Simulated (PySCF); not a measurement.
cyclobutane (C4H8), SMILES C1CCC1. Coordinates come from a PBE0-D3(BJ)/def2-SVP optimisation.

Task: Give the equilibrium geometry at PBE0-D3(BJ)/def2-SVP (PySCF confirms it by a frequency run) as bond lengths and angles, and its point group. (An estimate is asked for; the answer gives what the named calculation found.)

Result: point group D2d.
Atoms: C1 C2 C3 C4 H5 H6 H7 H8 H9 H10 H11 H12. Bonded distances (Å): C1–C2 1.541, C1–C4 1.541, C1–H5 1.101, C1–H6 1.101, C2–C3 1.541, C2–H7 1.101, C2–H8 1.101, C3–C4 1.541, C3–H9 1.101, C3–H10 1.101, C4–H11 1.101, C4–H12 1.101. Bond angles (°): C2–C1–C4 88.4, C2–C1–H5 111.4, C2–C1–H6 118.2, C4–C1–H5 111.4, C4–C1–H6 118.2, H5–C1–H6 108.2, C1–C2–C3 88.4, C1–C2–H7 111.4, C1–C2–H8 118.2, C3–C2–H7 111.4, C3–C2–H8 118.2, H7–C2–H8 108.2, C2–C3–C4 88.4, C2–C3–H9 118.2, C2–C3–H10 111.4, C4–C3–H9 118.2, C4–C3–H10 111.4, H9–C3–H10 108.2, C1–C4–C3 88.4, C1–C4–H11 111.4, C1–C4–H12 118.2, C3–C4–H11 111.4, C3–C4–H12 118.2, H11–C4–H12 108.2.
